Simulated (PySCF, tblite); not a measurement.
# C4H9P2−: geometry, infrared bands and NMR shifts

Wanted: the infrared bands and NMR shifts of C4H9P2− (`C=C[P-]P(C)C`), by calculation.

Programs: tblite 0.8.0 and PySCF 2.14.0, with density-fitted response routines of our own. Each step states its level of theory. These are calculated values for one molecule in the gas phase, unless marked as measured. Atoms are numbered from 0 throughout.

**1. The molecule as given**

15 atoms, charge -1, multiplicity 1; geometry from: force field or distance geometry start.

Bonds of the start (Å): C0–C1 1.34, C1–P2 1.82, P2–P3 2.19, P3–C4 1.83, P3–C5 1.82, C0–H6 1.08, C0–H7 1.08, C1–H8 1.09, C4–H9 1.10, C4–H10 1.09, C4–H11 1.10, C5–H12 1.08, C5–H13 1.10, C5–H14 1.10.

**2. Relaxing the molecule with GFN2-xTB**

The job: settings as JSON, then the geometry in Å.

```
{"job": {"kind": "relax", "xc": "GFN2-xTB", "basis": "xTB"}, "charge": -1, "multiplicity": 1}
C      3.389300    -0.413200    -0.110700
C      2.226500    -0.049300     0.458400
P      0.674500    -0.889500     0.012500
P     -1.228400    -0.229800     0.871200
C     -2.319100    -1.099300    -0.311600
C     -1.238400     1.449800     0.158900
H      4.308600     0.084600     0.161700
H      3.444500    -1.187200    -0.857100
H      2.197100     0.723800     1.220900
H     -3.358500    -0.782600    -0.157700
H     -2.285400    -2.183800    -0.174500
H     -2.069300    -0.884900    -1.360500
H     -1.070100     1.459800    -0.910200
H     -0.467900     2.079100     0.630700
H     -2.207700     1.930600     0.346000
```

Run with:

```sh
OMP_NUM_THREADS=1 python probes_run.py task.json out
```

One launch serves the whole session: the jobs run in the order shown.

**Question.** This job is followed by: GFN2-xTB harmonic vibrations, gas phase; GIAO PBE0/pcSseg-1 NMR shielding, non-relativistic, gas phase. What will the session give for the following? strongest single infrared mode (GFN2-xTB); zero-point energy (GFN2-xTB); 13C shifts against TMS (PBE0/pcSseg-1, means over atoms taken as alike); 1H shifts against TMS (PBE0/pcSseg-1, means over atoms taken as alike); 31P shifts against H3PO4 (PBE0/pcSseg-1).

**Answer**, as computed:

| quantity | value |
| --- | --- |
| strongest single infrared mode (GFN2-xTB) | 3017 cm⁻¹, 175 km/mol |
| zero-point energy (GFN2-xTB) | 72.2 kcal/mol |
| 13C shifts against TMS (PBE0/pcSseg-1, means over atoms taken as alike) | 172.4, 90.0, 25.6 ppm |
| 1H shifts against TMS (PBE0/pcSseg-1, means over atoms taken as alike) | 7.75, 4.39, 4.02, 0.66 ppm |
| 31P shifts against H3PO4 (PBE0/pcSseg-1) | -34.9, -47.6 ppm |

The optimisation took 132 steps and gained 0.599 eV; among the close pairs (by a distance rule), P2–P3 changed most, from 2.189 to 2.134 Å. All 39 modes are real, so the xTB geometry is a minimum. The strongest single mode, at 3017 cm⁻¹, moves mainly H6. Unscaled tight-binding wavenumbers are off by several per cent, some by more. Its intensities can rank the bands wrongly. At PBE0/pcSseg-1: The largest span, 266 ppm, is at C1, where the paramagnetic term is -246 ppm. At PBE0/pcSseg-1 the HOMO lies above zero (+0.19 eV), as often for anions in the gas phase: self-interaction error lifts it, or the electron is held by the finite basis alone; counter-ions and solvent are missing.
